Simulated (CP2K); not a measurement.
# C2HF (fluoroacetylene): HF/3-21G

What is the energy change on altering one bond length of C2HF (fluoroacetylene) at HF/3-21G? 

The results are computed with CP2K 2026.2.

3 further runs of the same task are left out: 3 that didn't finish.

## 1. The structure to begin with

C2HF has 4 atoms, charge 0, and is taken as a singlet. As SMILES, `C#CF`. The shape is that of a PBE0-D4/def2-TZVP optimisation.

Bond lengths: C1–C2 1.192 Å, C2–F3 1.270 Å, C1–H4 1.063 Å. Angles: C1–C2–F3 180.0°, C2–C1–H4 180.0°.

## 2. The energy at HF/3-21G

job.inp reads:

```
&GLOBAL
  PROJECT job
  RUN_TYPE ENERGY
  PRINT_LEVEL MEDIUM
&END GLOBAL

&FORCE_EVAL
  METHOD Quickstep
  &DFT
    BASIS_SET_FILE_NAME ./3_21g.basis
    POTENTIAL_FILE_NAME POTENTIAL
    &QS
      METHOD GAPW
      EPS_DEFAULT 1.0E-10
    &END QS
    &MGRID
      CUTOFF 280
      REL_CUTOFF 50
      NGRIDS 4
    &END MGRID
    &POISSON
      PERIODIC NONE
      POISSON_SOLVER MULTIPOLE
    &END POISSON
    &SCF
      SCF_GUESS ATOMIC
      EPS_SCF 1.0E-07
      MAX_SCF 150
      ADDED_MOS 5
      &DIAGONALIZATION
        ALGORITHM STANDARD
      &END DIAGONALIZATION
      &MIXING
        METHOD DIRECT_P_MIXING
        ALPHA 0.4
      &END MIXING
    &END SCF
    &XC
      &XC_FUNCTIONAL NONE
      &END XC_FUNCTIONAL
      &HF
        FRACTION 1
        &SCREENING
          EPS_SCHWARZ 1.0E-10
        &END SCREENING
        &MEMORY
          MAX_MEMORY 1050
        &END MEMORY
      &END HF
    &END XC
    &PRINT
      &MOMENTS
        PERIODIC F
        REFERENCE COM
        MAX_MOMENT 1
      &END MOMENTS
      &MO ON
        ENERGIES T
        OCCUPATION_NUMBERS T
        NDIGITS 6
        &EACH
          QS_SCF 0
        &END EACH
        ADD_LAST NUMERIC
      &END MO
      &LOWDIN ON
      &END LOWDIN
      &HIRSHFELD OFF
      &END HIRSHFELD
      &MO_MOLDEN ON
        NDIGITS 8
      &END MO_MOLDEN
    &END PRINT
  &END DFT
  &SUBSYS
    &CELL
      ABC 9 9.5 8.6
      PERIODIC NONE
    &END CELL
    &COORD
      SCALED T
      C    0.45667611   0.55149947   0.46355523
      C    0.53048722   0.46371526   0.52565174
      F    0.60907944   0.37022368   0.59175523
      H    0.39092056   0.62977632   0.40824477
    &END COORD
    &KIND C
      BASIS_SET 3-21G
      POTENTIAL ALL
      LEBEDEV_GRID 194
      RADIAL_GRID 100
    &END KIND
    &KIND F
      BASIS_SET 3-21G
      POTENTIAL ALL
      LEBEDEV_GRID 194
      RADIAL_GRID 100
    &END KIND
    &KIND H
      BASIS_SET 3-21G
      POTENTIAL ALL
      LEBEDEV_GRID 194
      RADIAL_GRID 100
    &END KIND
  &END SUBSYS
&END FORCE_EVAL
```

Run with:

```console
$ OMP_NUM_THREADS=1 cp2k.psmp -i job.inp > job.out 2>&1
```

Standard output:

```text
CP2K| version string:                                       CP2K version 2026.2
[...]
 GLOBAL| Method name                                                        CP2K
[...]
 GLOBAL| Run type                                                         ENERGY
[...]
 DFT| Spin restricted Kohn-Sham (RKS) calculation                            RKS
 DFT| Multiplicity                                                             1
[...]
 DFT| Charge                                                                   0
[...]
 QS| Method:                                                                GAPW
[...]
 QS| Density cutoff [a.u.]:                                                140.0
[...]
 QS| Relative density cutoff [a.u.]:                                        25.0
[...]
                             - Atoms:                                          4
[...]
                             - Spherical basis functions:                     29
[...]
 Number of electrons:                                                         22
[...]
     1 P_Mix/Diag. 0.40E+00    0.3     0.59681671      -175.4474497964 -1.75E+02
[...]
    17 DIIS/Diag.  0.68E-07    0.1     0.00000002      -174.6928518103  0.00E+00
  *** SCF run converged in    17 steps ***
[...]
  Overlap energy of the core charge distribution:               0.00008060453941
  Self energy of the core charge distribution:               -164.19935688177000
  Core Hamiltonian energy:                                    -18.39236942264973
  Hartree energy:                                              48.31104550198789
  Exchange-correlation energy:                                  0.00000000000000
  Hartree-Fock Exchange energy:                               -20.64174233046914
[...]
                     Mulliken Population Analysis
 #  Atom  Element  Kind  Atomic population                           Net charge
       1     C        1          6.145156                             -0.145156
       2     C        1          5.824501                              0.175499
       3     F        2          9.373351                             -0.373351
       4     H        3          0.656993                              0.343007
 # Total charge                             22.000000                  0.000000
[...]
  Dipole moment [Debye]
    X= -0.5943982E+00 Y=  0.7470715E+00 Z= -0.4777784E+00  Total=      1.0675660
 ENERGY| Total FORCE_EVAL ( QS ) energy [hartree]           -174.692851810254410
[...]
```

It took 3.3 s on 1 thread of Arm Neoverse V2, shared host; peak memory 0.42 GiB.

## 3. The distorted shape

molecule.xyz reads:

```xyz
4

C      0.349136    -0.439254     0.280589
C      1.013436    -1.273204     0.814619
F      1.720766    -2.161374     1.383109
H     -0.952830     1.196740    -0.765890
```

run.inp reads:

```
&GLOBAL
  PROJECT run
  RUN_TYPE ENERGY
  PRINT_LEVEL MEDIUM
&END GLOBAL

&FORCE_EVAL
  METHOD QS
  &DFT
    BASIS_SET_FILE_NAME ./3_21g.basis
    POTENTIAL_FILE_NAME POTENTIAL
    &QS
      METHOD GAPW
      EPS_DEFAULT 1.0E-10
    &END QS
    &MGRID
      CUTOFF 280
      REL_CUTOFF 50
      NGRIDS 4
    &END MGRID
    # isolated system
    &POISSON
      PERIODIC NONE
      POISSON_SOLVER MULTIPOLE
    &END POISSON
    # self-consistent field
    &SCF
      SCF_GUESS ATOMIC
      EPS_SCF 1.0E-06
      MAX_SCF 50
      &OT
        MINIMIZER DIIS
        PRECONDITIONER FULL_ALL
      &END OT
      &OUTER_SCF
        EPS_SCF 1.0E-06
        MAX_SCF 5
      &END OUTER_SCF
    &END SCF
    # functional
    &XC
      &XC_FUNCTIONAL NONE
      &END XC_FUNCTIONAL
      &HF
        FRACTION 1
        &SCREENING
          EPS_SCHWARZ 1.0E-10
        &END SCREENING
        &MEMORY
          MAX_MEMORY 1050
        &END MEMORY
      &END HF
    &END XC
    &PRINT
      &MOMENTS
        PERIODIC F
        REFERENCE COM
        MAX_MOMENT 1
      &END MOMENTS
      &MO_CUBES
        NLUMO 1
        NHOMO -1
        WRITE_CUBE F
      &END MO_CUBES
      &LOWDIN ON
      &END LOWDIN
      &HIRSHFELD OFF
      &END HIRSHFELD
      &MO_MOLDEN ON
        NDIGITS 8
        NLUMO 1
      &END MO_MOLDEN
    &END PRINT
  &END DFT
  # structure
  &SUBSYS
    # vacuum box
    &CELL
      ABC 9.7 10.4 9.1
      PERIODIC NONE
    &END CELL
    &TOPOLOGY
      COORD_FILE_NAME molecule.xyz
      COORD_FILE_FORMAT XYZ
      &CENTER_COORDINATES
      &END CENTER_COORDINATES
    &END TOPOLOGY
    &KIND C
      BASIS_SET 3-21G
      POTENTIAL ALL
      LEBEDEV_GRID 194
      RADIAL_GRID 100
    &END KIND
    &KIND F
      BASIS_SET 3-21G
      POTENTIAL ALL
      LEBEDEV_GRID 194
      RADIAL_GRID 100
    &END KIND
    &KIND H
      BASIS_SET 3-21G
      POTENTIAL ALL
      LEBEDEV_GRID 194
      RADIAL_GRID 100
    &END KIND
  &END SUBSYS
&END FORCE_EVAL
```

Run with:

```console
$ OMP_NUM_THREADS=1 cp2k.psmp -i run.inp > run.out 2>&1
```

Standard output:

```text
CP2K| version string:                                       CP2K version 2026.2
[...]
 GLOBAL| Method name                                                        CP2K
[...]
 GLOBAL| Run type                                                         ENERGY
[...]
 DFT| Spin restricted Kohn-Sham (RKS) calculation                            RKS
 DFT| Multiplicity                                                             1
[...]
 DFT| Charge                                                                   0
[...]
 QS| Method:                                                                GAPW
[...]
 QS| Density cutoff [a.u.]:                                                140.0
[...]
 QS| Relative density cutoff [a.u.]:                                        25.0
[...]
                             - Atoms:                                          4
[...]
                             - Spherical basis functions:                     29
[...]
 Number of electrons:                                                         22
[...]
     1 OT DIIS     0.15E+00    0.3     0.33629925      -169.4885978479 -1.69E+02
[...]
    42 OT DIIS     0.15E+00    0.2     0.00000092      -174.4350172729 -3.01E-10
  *** SCF run converged in    42 steps ***
[...]
  Overlap energy of the core charge distribution:               0.00007884361603
  Self energy of the core charge distribution:               -164.19935688177000
  Core Hamiltonian energy:                                    -18.76249297536324
  Hartree energy:                                              48.73838775818706
  Exchange-correlation energy:                                  0.00000000000000
  Hartree-Fock Exchange energy:                               -20.40186143986080
[...]
                     Mulliken Population Analysis
 #  Atom  Element  Kind  Atomic population                           Net charge
       1     C        1          6.058540                             -0.058540
       2     C        1          5.821158                              0.178842
       3     F        2          9.375314                             -0.375314
       4     H        3          0.744988                              0.255012
 # Total charge                             22.000000                 -0.000000
[...]
  Dipole moment [Debye]
    X= -0.1627883E+01 Y=  0.2044418E+01 Z= -0.1309276E+01  Total=      2.9229871
[...]
 HOMO - LUMO gap [eV] :    9.231198
 ENERGY| Total FORCE_EVAL ( QS ) energy [hartree]           -174.435017272856840
[...]
```

Wall time 8.7 s (1 thread of Arm Neoverse V2, shared host); peak memory 0.49 GiB.

## 4. Outcome

At HF/3-21G:

| quantity | value |
| --- | --- |
| first shape: total energy | -174.69285 Eh |
| first shape: dipole moment | 1.07 D |
| first shape: HOMO energy | -11.36 eV |
| first shape: LUMO energy | 6.57 eV |
| first shape: HOMO–LUMO gap | 17.94 eV |
| distorted shape: total energy | -174.43502 Eh |
| distorted shape: dipole moment | 2.92 D |
| distorted shape: HOMO energy | -10.91 eV |
| distorted shape: LUMO energy | -1.68 eV |
| distorted shape: HOMO–LUMO gap | 9.23 eV |
| energy change with the C1–H4 bond stretched from 1.063 to 2.338 Å | 7.016 eV |

**Reading.** One bond (distorted shape) is far stretched, which a spin-restricted single reference describes badly; a broken-symmetry solution may lie lower. With the C1–H4 bond stretched from 1.063 to 2.338 Å the energy rises by 7.02 eV (677 kJ/mol). The first shape isn't relaxed at this level, so the change isn't measured from a minimum. A restricted reference can't describe the breaking bond well at this length.
